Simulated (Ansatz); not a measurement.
# Al₂P (sextet): the correlation ladder, cc-pVDZ

Aim: climb from Hartree-Fock through coupled cluster for Al₂P (sextet) at one geometry and basis, and see what each rung misses.

Program: Ansatz 0.2.0, Gaussian basis. Level of theory: cc-pVDZ, core rule «outside noble gas», up to 15 orbitals frozen. These are calculated values, not measurements.

To be run: UHF; CCSD(T) on ROHF; CCSD(T) on UHF; BCCD(T) on ROHF; CISD; CCSDT(Q) on ROHF; CCSDT(Q) on UHF.

38 further runs of the same task are left out: 14 for a known fault of the program, 11 that didn't finish, 13 set aside as unsound or not needed.

## (1) The system

The geometry is a PBE0/def2-TZVP stationary point (not a proven minimum) of the parent state, kept for this charge and spin.

3 atoms, charge 0, spin multiplicity 6.

Atoms are counted from 1 here; the program's logs count them from 0.

Bond lengths: Al1–P2 2.259 Å, Al1–Al3 2.665 Å, P2–Al3 2.259 Å. Angles: P2–Al1–Al3 53.9°, Al1–P2–Al3 72.3°, Al1–Al3–P2 53.9°.

## (2) UHF

in.yaml

```yaml
crystal:
  periodic: [false, false, false]
  atoms:
    - {symbol: Al, position_ang: [0.000000, -0.665301, -1.332700]}
    - {symbol: P, position_ang: [0.000000, 1.159099, 0.000000]}
    - {symbol: Al, position_ang: [0.000000, -0.665301, 1.332700]}
basis:
  gaussian: {orbitals: cc-pVDZ}
magnetization: {spin_polarized: true, initial_magnetization: 5}
hamiltonian: {xc: hf}
output: {orbitals: {seedname: orbitals}}
```

The run is started by

```console
$ ansatz run in.yaml --threads 1 --pin off --events-out ev --progress --plain --max-ram 2393MiB
```

Further steps of the session: CCSD(T) on ROHF; CCSD(T) on UHF; BCCD(T) on ROHF; CISD; CCSDT(Q) on ROHF; CCSDT(Q) on UHF.

Before running them: what should the planned runs give, taken together? Wanted: UCCSDT(Q) below the RHF energy; RMP2 from UCCSDT(Q); UMP2 from UCCSDT(Q); RCCSD from UCCSDT(Q); RCCSD(T) from UCCSDT(Q); UCCSD(T) from UCCSDT(Q); RCCSDT(Q) from UCCSDT(Q); T1 diagnostic.

**Answer**, as computed:

| quantity | value |
| --- | --- |
| UCCSDT(Q) below the RHF energy | -5.8101 eV |
| RMP2 from UCCSDT(Q) | +1200.1 meV |
| UMP2 from UCCSDT(Q) | +1220.4 meV |
| RCCSD from UCCSDT(Q) | +390.2 meV |
| RCCSD(T) from UCCSDT(Q) | +82.5 meV |
| UCCSD(T) from UCCSDT(Q) | +83.7 meV |
| RCCSDT(Q) from UCCSDT(Q) | +2.6 meV |
| levels within 1 kcal/mol (43 meV) | RCCSDT, UCCSDT, RCCSDT(Q) |
| T1 diagnostic | 0.042 |

**Reading.** RCCSD(T) lands +82.5 meV from the yardstick (1.4 % of the correlation energy). Coupled cluster took another determinant than the lowest Hartree-Fock one. These misses are within one basis, not against nature; the frozen cores of restricted and unrestricted runs differ, which can shift their rows.
